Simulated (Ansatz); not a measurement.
A made-up structure of CH5MgN, closed shell:

```json
{"atom": "C1", "x (Å)": "-0.5922", "y (Å)": "0.7240", "z (Å)": "-0.6250"}
{"atom": "N2", "x (Å)": "0.5670", "y (Å)": "0.0330", "z (Å)": "-0.1028"}
{"atom": "Mg3", "x (Å)": "0.6702", "y (Å)": "-1.3336", "z (Å)": "1.2039"}
{"atom": "H4", "x (Å)": "-0.7301", "y (Å)": "0.5855", "z (Å)": "-1.7076"}
{"atom": "H5", "x (Å)": "1.7342", "y (Å)": "-2.6672", "z (Å)": "1.4222"}
{"atom": "H6", "x (Å)": "-0.5716", "y (Å)": "1.8084", "z (Å)": "-0.4411"}
{"atom": "H7", "x (Å)": "1.4002", "y (Å)": "0.3889", "z (Å)": "-0.5508"}
{"atom": "H8", "x (Å)": "0.7649", "y (Å)": "-2.5592", "z (Å)": "2.3755"}
```

It is relaxed with PBE-D4/def2-SVP and then PBE0-D4/def2-TZVP (Ansatz 0.2.0). Atoms count as bonded within 1.22 times the sum of their covalent radii (H–H: 0.88 Å). The end point is not checked to be a true minimum.

Q: Does its bonding change? (A judgement: the text doesn't fix the answer.)

A: Computed: No: no bond forms or breaks.

Where it ends: The first stage lowers the energy by 4.44 eV in 24 steps. It ends as CH₅MgN ([CH2][NH][MgH2]):
C1  (-0.239, 0.661, -0.368)
N2  (0.689, -0.197, -0.419)
Mg3  (0.940, -1.638, 1.207)
H4  (-0.409, 1.402, -1.151)
H5  (2.277, -2.679, 0.866)
H6  (-0.894, 0.651, 0.503)
H7  (1.264, -0.135, -1.256)
H8  (-0.386, -1.084, 2.193)
(Å)

Labels in which every atom is bracketed show which atoms are joined, not bond orders.

For scale, one of the runs: PBE0-D4/def2-TZVP relaxation, 124 basis functions, launched by `ansatz run in.yaml --threads 2 --pin off --events-out ev --progress --plain --max-ram 4352MiB`. Hardware: 2 CPU threads of an Arm Neoverse V1, shared host. Wall time about 18 s.
